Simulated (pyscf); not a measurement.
Elementary routes open to H₂N–NH₂ + BH₃ in the gas phase (singlet surface):
A. H₂B–NH₂ + NH₃ (N–N, B–H broken; B–N, H–N formed)
B. H₂B–NH–NH₂ + H₂ (H–N, B–H broken; B–N, H–H formed)

Single points on ωB97X-D3(BJ)/def2-SVP structures (PySCF, gas phase).

Problem. Rank the routes by free-energy barrier at 600 K, lowest first, for ωB97M-D3(BJ)/def2-TZVP energies (ideal gas, 1 atm, RRHO with modes under 100 cm⁻¹ raised to 100, one conformer, R ln 2 for chiral ones without a mode under 150 cm⁻¹).

Solution. B (23.7 kcal/mol), A (57.4 kcal/mol)

Route B is the fastest of these, ahead of the next by 33.7 kcal/mol. The most stable products are those of A (ΔG = -76.9 kcal/mol), whose barrier is 33.7 kcal/mol higher: the kinetic and the thermodynamic product differ. At 1200 K B is still the fastest. A: On the reactant side the descent ends in an adduct with a B–N contact, 37.5 kcal/mol under the separated species and 80.2 kcal/mol under the saddle at ωB97X-D3(BJ)/def2-TZVP. B: On the reactant side the descent ends in an adduct with a B–N contact, 37.5 kcal/mol under the separated species and 41.7 kcal/mol under the saddle at ωB97X-D3(BJ)/def2-TZVP. Only these routes are compared; each barrier is that of the saddle found, and lower ones may exist. A restricted solution here is unstable towards spin polarisation, so biradical character is likely and single-reference numbers are less safe.
